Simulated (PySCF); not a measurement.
# CO2, singlet: the ladder up to RCCSDT(Q)

Geometry: MP2(full)/6-31G*, from the G2/97 set.

```xyz
3

C     0.0000    0.0000    0.0000
O     0.0000    0.0000   -1.1787
O     0.0000    0.0000    1.1787
```

Basis 6-31G; PySCF 2.14.0. Correlated methods freeze the noble-gas cores, which leaves 16 electrons in 24 orbitals. R marks a restricted (for open shells ROHF) determinant.

Full CI isn't at hand for all of this; RCCSDT(Q) serves as the reference, and is uncertain by the last step of the cluster series or more.

```
T1 diagnostic (ROHF- or RHF-based CCSD)             : 0.0211
largest doubles amplitude (ROHF- or RHF-based CCSD) : 0.076
```

```json
{"level": "RHF", "E − E(RCCSDT(Q)) (meV)": "9714", "share of correlation (%)": "0.00", "wall time": "–"}
{"level": "RMP2", "E − E(RCCSDT(Q)) (meV)": "20", "share of correlation (%)": "99.79", "wall time": "–"}
{"level": "RCCSD", "E − E(RCCSDT(Q)) (meV)": "481", "share of correlation (%)": "95.05", "wall time": "–"}
{"level": "RCCSD(T)", "E − E(RCCSDT(Q)) (meV)": "50", "share of correlation (%)": "99.49", "wall time": "0.19 s"}
{"level": "RCCSDT", "E − E(RCCSDT(Q)) (meV)": "55", "share of correlation (%)": "99.43", "wall time": "–"}
```

The correlation energy at RCCSDT(Q), counted from RHF, is -9.714 eV. That run took 20 s on 1 thread of Intel Xeon 6975P-C, shared host.

Times are those of the correlated step on a shared host, with one SCF added for the restricted CCSD run; they ran on 1 thread of Intel Xeon 6975P-C.

Atomization energy (electronic, same basis, no zero-point term; atoms at the same level, unrestricted beside the R rows where the molecule is a closed shell; the atoms' step beyond CCSDT comes from their full CI) at RCCSDT(Q): 1255.5 kJ/mol. Errors of other levels:

| level | error (kJ/mol) |
| --- | --- |
| RHF | -532.9 |
| RMP2 | 79.8 |
| RCCSD | -42.9 |
| RCCSD(T) | -3.9 |
| RCCSDT | -5.2 |

This basis is far from its limit, so the value isn't to be set against a measured one.
